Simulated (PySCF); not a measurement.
# CH6BP: the cost of one run

Programs: PySCF 2.14.0, with density-fitted response routines of our own. Each step states its level of theory. These are calculated values for one molecule in the gas phase, unless marked as measured. Atoms are numbered from 0 throughout.

## (1) Starting geometry

9 atoms, charge 0, multiplicity 1; geometry from: GFN2-xTB. The atoms were then displaced at random by about 0.01 Å, so the start is not that level's minimum.

Bonds of the start (Å): C0–B1 1.54, B1–P2 1.85, C0–H3 1.06, C0–H4 1.09, C0–H5 1.11, B1–H6 1.17, P2–H7 1.40, P2–H8 1.38.

## (2) Optimising the geometry at PBE0-D3(BJ)/def2-SVP

What the job is given:

```
{"job": {"xc": "PBE0", "basis": "def2-SVP", "d3": "d3bj", "grid": 1, "shake": 0.01, "kind": "geom"}, "charge": 0, "multiplicity": 1}
C     -1.203600     0.243680     0.137220
B      0.039870    -0.651180    -0.008670
P      1.709580    -0.069450     0.550650
H     -2.006970    -0.240450     0.638100
H     -1.045300     1.204870     0.636810
H     -1.607950     0.515640    -0.863410
H     -0.059190    -1.756340    -0.375820
H      2.530980    -0.518720    -0.484710
H      1.700390     1.254800     0.163330
```

Launch:

```sh
$ OMP_NUM_THREADS=1 python probes_run.py task.json out
```

This one command runs all jobs of the session in turn.

**Question.** How long does this first job take on 1 thread of AMD EPYC 9R45, shared host, and how much memory does it need?

About 5.1 s, with a peak of 0.33 GiB.
